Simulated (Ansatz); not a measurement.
Computed with Ansatz on PBE0-D4/def2-TZVP structures; ΔE is electronic, products minus reactants. CBS: MP2 limit from def2 TZ/QZ plus the TZ coupled-cluster correction, frozen cores. This one scheme is used for every species, atoms too. DFT in def2-TZVPP. B3LYP here is the variant with VWN-RPA as its local correlation; programs differ in this. HSE06 is defined as in plane-wave codes. No spin–orbit coupling; open shells (•) take unrestricted orbitals. Spin–orbit coupling would lower the free atoms: a little for C, S. One conformer a species, not always the lowest.

`C=C(N)S` → 2 C• + 5 H• + N• + S•  (atomization)

`C=C(N)S`:

Z-matrix (Å, degrees):
```
C
C 1 1.335
H 1 1.084 2 120.3
H 1 1.080 2 121.7 3 178.1
N 2 1.384 1 125.4 3 -8.3
S 2 1.770 1 124.1 3 176.6
H 5 1.008 2 115.2 1 139.0
H 5 1.008 2 114.5 1 5.4
H 6 1.340 2 95.9 1 -27.6
```

| level | ΔE (kJ/mol) | difference from CCSD(T)/CBS |
| --- | --- | --- |
| LDA (SPW92) | 3885.2 | 556.7 |
| PBE-D4 | 3446.3 | 117.8 |
| revPBE-D4 | 3358.1 | 29.6 |
| BLYP-D4 | 3358.7 | 30.2 |
| r2SCAN-D4 | 3342.8 | 14.3 |
| B97M-V | 3349.6 | 21.1 |
| PBE0-D4 | 3363.6 | 35.1 |
| r2SCANh-D4 | 3317.3 | -11.2 |
| r2SCAN0-D4 | 3280.8 | -47.7 |
| HSE06-D4 | 3366.7 | 38.2 |
| BHLYP-D4 | 3222.9 | -105.6 |
| ωB97X-V | 3345.1 | 16.6 |
| ωB97M-V | 3354.7 | 26.2 |
| B2PLYP | 3300.6 | -27.9 |
| PBE-QIDH | 3310.8 | -17.7 |
| PBE | 3429.1 | 100.6 |
| revPBE | 3300.2 | -28.3 |
| BLYP | 3319.8 | -8.7 |
| r2SCAN | 3338.7 | 10.2 |
| B3LYP | 3320.0 | -8.5 |
| r2SCANh | 3313.0 | -15.5 |
| r2SCAN0 | 3276.0 | -52.5 |
| HSE06 | 3353.5 | 25.0 |
| BHLYP | 3203.0 | -125.5 |
| LC-ωPBE | 3317.4 | -11.1 |
| HF/def2-SVP | 2317.2 | -1011.3 |
| MP2/def2-SVP | 3156.0 | -172.5 |
| CCSD/def2-SVP | 3081.2 | -247.3 |
| CCSD(T)/def2-SVP | 3125.0 | -203.5 |
| HF/def2-TZVPP | 2301.8 | -1026.7 |
| MP2/def2-TZVPP | 3282.4 | -46.1 |
| SCS-MP2/def2-TZVPP | 3272.4 | -56.1 |
| CCSD/def2-TZVPP | 3166.0 | -162.5 |
| CCSD(T)/def2-TZVPP | 3227.9 | -100.6 |
| HF/def2-QZVPP | 2306.5 | -1022.0 |
| MP2/def2-QZVPP | 3341.8 | 13.3 |
| SCS-MP2/def2-QZVPP | 3339.4 | 10.9 |
| HF/CBS(def2) | 2307.3 | -1021.2 |
| MP2/CBS(def2) | 3383.0 | 54.5 |
| CCSD/CBS(def2) | 3266.6 | -61.9 |
| CCSD(T)/CBS | 3328.5 | 0 |

Largest T1 diagnostic among the species: 0.012.

From PBE to PBE0 (25 % exact exchange), in def2-TZVPP and without D4, ΔE moves by −79.9 kJ/mol: exact exchange takes away binding that semilocal exchange gives to molecules. At CCSD(T), def2-SVP lies −203.5 kJ/mol from the extrapolated value and def2-TZVPP −100.6 kJ/mol: correlation converges slowly with the basis, and small sets miss more of it in the bonded molecule than in its fragments.

For atomizations the MP2-based limit and the directly extrapolated one differ by several kJ/mol either way, and by 10 to 25 for some Ge, Se and Sn compounds, so smaller differences from it don't rank the levels.
